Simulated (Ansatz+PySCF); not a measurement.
Results of a calculation; reference values are marked as such.
This PySCF input gave a total energy of -352.97093 hartree.

```python
from pyscf import gto, scf, mp

mol = gto.M(atom="""
N 0.000000 0.000000 0.467210
F 1.217350 0.000000 -0.121130
F -0.608680 1.054260 -0.121130
F -0.608680 -1.054260 -0.121130
""", basis='def2-svp', charge=0, spin=0)
mf = scf.UHF(mol)
mf.kernel()
pt = mp.MP2(mf, frozen=4).run()
print(mf.e_tot, pt.e_corr, pt.e_tot)
```

(1) Write an input for Ansatz with the same method and basis set.

Answers

(1)

```yaml
crystal:
  periodic: [false, false, false]
  atoms:
    - { symbol: "N", position_ang: [0.0, 0.0, 0.46721] }
    - { symbol: F, position_ang: [1.21735, 0.0, -0.12113] }
    - { symbol: F, position_ang: [-0.60868, 1.05426, -0.12113] }
    - { symbol: F, position_ang: [-0.60868, -1.05426, -0.12113] }
basis:
  gaussian: { orbitals: def2-SVP }
magnetization:
  spin_polarized: true
hamiltonian:
  xc: hf
correlation:
  method: mp2
  frozen_orbitals: { F: 1, "N": 1 }
scf:
  omitted_lower_state_checks: [stability, starts, atomic_configurations, cluster_reference, orbital_swaps, given_window_search, neighbouring_geometries, increment]
```

Ansatz (development build ahead of 0.2.0) gave -352.97093 hartree, 0.08 meV from the first.
